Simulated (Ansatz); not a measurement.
# AlHN2: the cost of one run

The runs use Ansatz 0.2.0, Gaussian basis; def2-TZVPP, core rule «outside noble gas», up to 7 orbitals frozen.

The runs, in order: UHF; ROHF; CCSD(T) on UHF.

2 further runs of the same task are left out: 2 set aside as unsound or not needed.

## 1. The geometry

The geometry is a PBE0/def2-TZVP stationary point (not a proven minimum) of the parent state, kept for this charge and spin.

4 atoms, charge 1, spin multiplicity 4.

Atoms are counted from 1 here; the program's logs count them from 0.

Bond lengths: Al1–N2 1.879 Å, N2–N3 1.296 Å, N2–H4 1.026 Å. Angles: Al1–N2–N3 128.0°, Al1–N2–H4 118.8°, N3–N2–H4 113.2°.

Coordinates:

```xyz
4
charge 1, multiplicity 4
Al    0.0000   -0.0793    1.2035
N     0.0000    0.4134   -0.6097
N     0.0000   -0.3623   -1.6474
H     0.0000    1.4109   -0.8502
```

## 2. UHF

Contents of in.yaml:

```yaml
crystal:
  periodic: [false, false, false]
  atoms:
    - {symbol: Al, position_ang: [0.000000, -0.079269, 1.203465]}
    - {symbol: N, position_ang: [0.000000, 0.413422, -0.609656]}
    - {symbol: N, position_ang: [0.000000, -0.362251, -1.647435]}
    - {symbol: H, position_ang: [0.000000, 1.410865, -0.850200]}
basis:
  gaussian: {orbitals: def2-TZVPP}
total_charge: 1
magnetization: {spin_polarized: true, initial_magnetization: 3}
hamiltonian: {xc: hf}
output: {orbitals: {seedname: orbitals}}
```

Launch:

```
$ ansatz run in.yaml --threads 1 --pin off --events-out ev --progress --plain --max-ram 4096MiB --backend cpu
```

What time and memory should one allow on 1 thread of AMD EPYC 7R13, shared host?

About 6.5 s, with a peak of 0.25 GiB.
